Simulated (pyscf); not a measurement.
Single points on ωB97X-D3(BJ)/def2-SVP structures (PySCF, gas phase). MP2 and CC: frozen core, UHF for open shells. ΔMP2 is the change of the MP2 total energy from the triple- to the quadruple-zeta basis.

List the bond dissociation enthalpies at 298 K of HO–SiH(OH)–F from CCSD(T)/def2-TZVPP + ΔMP2(QZVPP), from the weakest bond up.

H–Si to HO–Si•(OH)–F + H•: 415.0 kJ/mol; H–O to •O–SiH(OH)–F + H•: 518.5 kJ/mol; O–Si to OH• + HO–SiH•–F: 573.2 kJ/mol; F–Si to HO–SiH•–OH + F•: 685.0 kJ/mol. Ring and multiple bonds, and those that leave no two simple radicals, are not listed. •O–SiH(OH)–F lies 96.8 kJ/mol over its isomer HO–Si•(OH)–F, and others may lie lower still (electronic energy, ωB97M-D3(BJ)). Other isomers of HO–SiH•–F, HO–SiH•–OH, HO–Si•(OH)–F were not searched in full and may lie lower. The CCSD(T) − MP2 part came from Ansatz, without density fitting, on the same reference. Left out: the spin-orbit lowering of F, OH.
